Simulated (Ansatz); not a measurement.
**Band gap of some III–V compounds**

Method: PBE (Ansatz, a quantum-chemistry and plane-wave program, plane waves, PAW). References are measured gaps from which a computed or estimated zero-point shift was taken out, by their sources or here, so that they lie as a rule above the printed measurements.

Values in eV.

```csv
solid,reference,PBE,error (eV)
wurtzite AlN,6.51,4.19,-2.32
zinc-blende InP,1.47,0.69,-0.78
zinc-blende AlP,2.54,1.59,-0.95
zinc-blende GaP,2.43,1.59,-0.84
wurtzite GaN,3.68,1.90,-1.78
zinc-blende BP,2.2¶ (2.20–2.50),1.24,-0.96
```

Over these 6 solids the mean error is -1.27 eV, the mean absolute error 1.27 eV (median 0.96 eV), and the worst case wurtzite AlN at -2.32 eV; the value is below the reference in 6 of 6 cases.

¶ marks references of a special kind: zinc-blende BP, 2.2 eV (measured, zero-point renormalisation of 0.106 eV removed from the gap extrapolated to 0 K (as printed); the shift is computed, second of two values printed, our sources range from 2.20 to 2.50; as tabulated in X. Ren, F. Merz, H. Jiang et al., All-electron periodic G0W0 implementation …).

Brackets give the range of the sources taken for a reference, where it is wide; it can hold other temperatures.

Differences are worked out from the printed values.

Semilocal Kohn–Sham gaps run low as a rule, and all computed gaps are for a static lattice, while measured ones hold electron–phonon shifts unless said otherwise.

Levels without +SOC have no spin–orbit coupling; where heavier elements are present it shifts gaps, mostly down, and can invert bands. Cells: PBE at the measured cell. Ansatz's density-functional and Hartree–Fock values are scalar-relativistic unless marked +SOC, with PAW data made under PBE.

Not in this set, of the III–V compounds with a reference value in our tables and a result at some level: 5 for spin–orbit coupling left out; 2 for a reference of another kind, counted apart; 1 for sources at odds; 1 for another kind of cell or another program. These can be a level's best or worst cases. At least 3 more with a reference value are held back for tests. Solids without a released value at any level aren't counted. Without +SOC, gaps count where the solid holds none of Ge, As, Se, Br, Sn, Sb, Te, I or the elements past barium, or holds Ge, As, Se or Br with a gap over 4 eV. Layered and molecular crystals are counted apart.

References as tabulated in, or derived from, Chen et al. (2018), doi:10.1103/physrevmaterials.2.073803; Feneberg et al. (2010), doi:10.1103/physrevb.82.075208; X. Ren, F. Merz, H. Jiang et al., All-electron periodic G0W0 implementation ….
